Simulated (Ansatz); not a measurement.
# AlBNH (triplet): from Hartree-Fock to the top rungs at a displaced geometry (v2), cc-pVDZ

How much of the correlation energy of AlBNH (triplet) does each wave-function method recover here?

The runs use Ansatz 0.2.0, Gaussian basis; cc-pVDZ, core rule «outside noble gas», up to 7 orbitals frozen.

To be run: UHF; CCSD(T) on ROHF; CCSD(T) on UHF; BCCD(T) on ROHF; CISD; CCSDT(Q) on ROHF; CCSDT(Q) on UHF.

31 further runs of the same task are left out: 17 that didn't finish, 14 set aside as unsound or not needed.

## 1. What is computed

The geometry is a PBE0/def2-TZVP stationary point (not a proven minimum) with its atoms shifted at random (size 0.100 Å).

4 atoms, charge 0, spin multiplicity 3.

Atoms are counted from 1 here; the program's logs count them from 0.

Bond lengths: Al1–N3 1.774 Å, Al1–H4 1.551 Å, B2–N3 1.250 Å. Angles: N3–Al1–H4 119.9°, Al1–N3–B2 171.3°.

Geometry (Å):

```
Al    0.05726   -0.10654    1.06527
B    -0.10761    0.04148   -1.94234
N    -0.03099    0.09104   -0.69571
H     0.05212    1.14196    1.98491
```

## 2. UHF

in.yaml reads:

```yaml
crystal:
  periodic: [false, false, false]
  atoms:
    - {symbol: Al, position_ang: [0.057261, -0.106540, 1.065269]}
    - {symbol: B, position_ang: [-0.107613, 0.041478, -1.942345]}
    - {symbol: N, position_ang: [-0.030993, 0.091038, -0.695709]}
    - {symbol: H, position_ang: [0.052116, 1.141964, 1.984909]}
basis:
  gaussian: {orbitals: cc-pVDZ}
magnetization: {spin_polarized: true, initial_magnetization: 2}
hamiltonian: {xc: hf}
output: {orbitals: {seedname: orbitals}}
```

Run with:

```
ansatz run in.yaml --threads 1 --pin off --events-out ev --progress --plain --max-ram 2393MiB
```

Further steps of the session: CCSD(T) on ROHF; CCSD(T) on UHF; BCCD(T) on ROHF; CISD; CCSDT(Q) on ROHF; CCSDT(Q) on UHF.

**Question.** What will the summary of the whole plan be? Wanted: UCCSDT(Q) below the RHF energy; RMP2 from UCCSDT(Q); UMP2 from UCCSDT(Q); RCCSD from UCCSDT(Q); RCCSD(T) from UCCSDT(Q); UCCSD(T) from UCCSDT(Q); RCCSDT(Q) from UCCSDT(Q); T1 diagnostic.

**Answer**, as computed:

```
                         quantity                      value
   UCCSDT(Q) below the RHF energy                 -7.9471 eV
              RMP2 from UCCSDT(Q)               +84.3 kJ/mol
              UMP2 from UCCSDT(Q)               +86.4 kJ/mol
             RCCSD from UCCSDT(Q)               +35.4 kJ/mol
          RCCSD(T) from UCCSDT(Q)                +5.4 kJ/mol
          UCCSD(T) from UCCSDT(Q)                +5.9 kJ/mol
         RCCSDT(Q) from UCCSDT(Q)                +0.4 kJ/mol
levels within 1 kcal/mol (43 meV)  RCCSDT, UCCSDT, RCCSDT(Q)
                    T1 diagnostic                      0.029
```

RCCSD(T) lands +5.4 kJ/mol from the yardstick (0.7 % of the correlation energy). These misses are within one basis, not against nature; the frozen cores of restricted and unrestricted runs differ, which can shift their rows.
